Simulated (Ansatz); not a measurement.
Ideal-gas functions of `[CH2]S(C)=O` radical at 600 K and 1 bar, from an Ansatz frequency run at PBE0-D4/def2-TZVP.

Molar mass 77.13 g/mol, point group C1 (symmetry number 1), electronic degeneracy 2, moments of inertia 65.892, 69.68, 117.574 u Å². Harmonic wavenumbers (cm⁻¹, unscaled): 213, 219, 279, 331, 359, 567, 667, 743, 868, 941, 967, 1172, 1310, 1376, 1436, 1454, 3064, 3156, 3173, 3178, 3285.

Use S(trans) = R[1.5 ln M + 2.5 ln T − 1.1517]; rotational temperatures θ = 24.2544 K / I; S(rot) = R[ln(√π/σ · √(T³/θAθBθC)) + 1.5]; for each mode x = 1.438777 ν̃/T, S = R[x/(eˣ − 1) − ln(1 − e⁻ˣ)] and H = RT x/(eˣ − 1); 1 cm⁻¹ = 0.0119627 kJ/mol; R = 8.31446 J/(mol·K).

**Question.** By hand: the entropy, in J/(mol·K).

**Answer.** Translation 177.6. Rotation: θ = 0.3681, 0.3481, 0.2063 K, giving 112.1. Vibration, mode by mode: 13.99, 13.76, 11.81, 10.45, 9.81, 6.37, 5.24, 4.53, 3.57, 3.11, 2.97, 2.01, 1.55, 1.36, 1.22, 1.17, 0.04, 0.04, 0.04, 0.04, 0.03, in all 93.1. Electronic 5.8. Sum 388.6 J/(mol·K).

**Question.** By hand: H − E and G − E in kJ/mol, counted from the electronic energy.

**Answer.** Zero-point energy ½ × 28758 × 0.0119627 = 172.0; thermal vibration 31.2; translation, rotation and pV give 4 RT = 20.0. H − E = 223.2 kJ/mol, and G − E = 223.2 − 600 × 388.6/1000 = -10.0 kJ/mol.

Vibration gives 24 % of the entropy. The sum counts one conformer and one mirror image; others add a mixing term.
